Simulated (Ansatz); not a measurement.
Worked example: C4H9F → [C3H7]+ + CH2F + e⁻

Species: C4H9F `CC(C)CF`, singlet; [C3H7]+ `C[CH+]C`, singlet; CH2F `[CH2]F`, doublet. 

Shapes, held fixed at every level: PBE0-D4/def2-TZVP. Flexible molecules stand in one conformer, not always the lowest. Programs: Ansatz 0.2.0. Electronic energies: no zero-point or thermal term.

At CCSD(T)/CBS estimate; 1 Eh = 27.2114 eV:

```
species  energy (Eh)
  C4H9F  -257.425196
[C3H7]+  -118.036606
   CH2F  -138.960355
```

Work out ΔE of the reaction at this level.


1. Products less reactants: (-118.036606) + (-138.960355) − [(-257.425196)] = 0.428235 Eh = +11.65 eV.

Other levels give +9.75 (HF/def2-TZVPP) to +11.38 eV (wB97M-V/def2-TZVPP). No measured value is set beside it here. Open shells run unrestricted unless RO is named. The CBS estimate extrapolates MP2 from def2-TZVPP and def2-QZVPP and adds CCSD(T) − MP2 in the triple-zeta set, cores frozen. The onset seen in experiment also holds zero-point changes and kinetic shifts.
